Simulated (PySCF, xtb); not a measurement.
CH2O2, SMILES O=CO.

GFN2-xTB (xtb 6.7.1) at its own geometry gives an orbital gap of 5.15 eV and a dipole moment of 1.93 D.

Coordinates come from a PBE0-D3(BJ)/def2-TZVP optimisation. Other conformers were not sampled.

Q: What does HF/def2-TZVPD (PySCF) give? (Estimate from the structure and the level; the computed values follow.)

A: gap 14.46 eV (levels -12.92 and 1.54 eV), dipole 1.73 D.
